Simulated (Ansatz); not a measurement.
**AlSi⁺, triplet: reading a ladder of total energies**

Geometry: that of the AlSi⁺, singlet, kept fixed.

```yaml
atoms:
  - { symbol: Si, position_ang: [0.0000, 0.0000, 0.0000] }
  - { symbol: Al, position_ang: [0.0000, 0.0000, 3.0790] }
```

Basis cc-pVDZ; Ansatz 0.2.0. Only valence electrons are correlated (noble-gas cores frozen), which leaves 6 electrons in 26 orbitals. R marks a restricted (for open shells ROHF) determinant, U an unrestricted one.

Full CI is exact within this basis and frozen core; it isn't the basis-set limit. The frozen core follows each run's orbitals, which can shift R against U totals by a few meV.

UCCSD has a T1 diagnostic of 0.024 and a largest doubles amplitude of 0.08.

Runs differ by some tens of microhartree through their thresholds and, for an open shell, their frozen cores, so the step to full CI, which has another core, is uncertain by up to 0.1 kcal/mol.

```tsv
level	total energy (hartree)
UHF	-530.538854
UMP2	-530.613153
UCCSD	-530.645747
UCCSD(T)	-530.648215
UCCSDT	-530.649155
UCCSDT(Q)	-530.649276
full CI	-530.649298
```

What is the correlation energy at full CI, and what share of it do UMP2 and UCCSD(T) recover?

E(corr) = -530.649298 − (-530.538854) = -0.110444 hartree = -3.005 eV. UMP2: -0.074299 / -0.110444 = 67.27 %. UCCSD(T): -0.109361 / -0.110444 = 99.02 %.

By how many kcal/mol does UCCSD(T) miss full CI (1 hartree = 627.509 kcal/mol), and which steps make up the rest?

-530.648215 − (-530.649298) = 0.001083 hartree = 0.68 kcal/mol. Steps: UCCSDT − UCCSD(T) = -0.59, UCCSDT(Q) − UCCSDT = -0.08, full CI − UCCSDT(Q) = -0.01 kcal/mol. That is within 1 kcal/mol of the reference in this basis, which itself misses far more of the correlation at the basis-set limit.
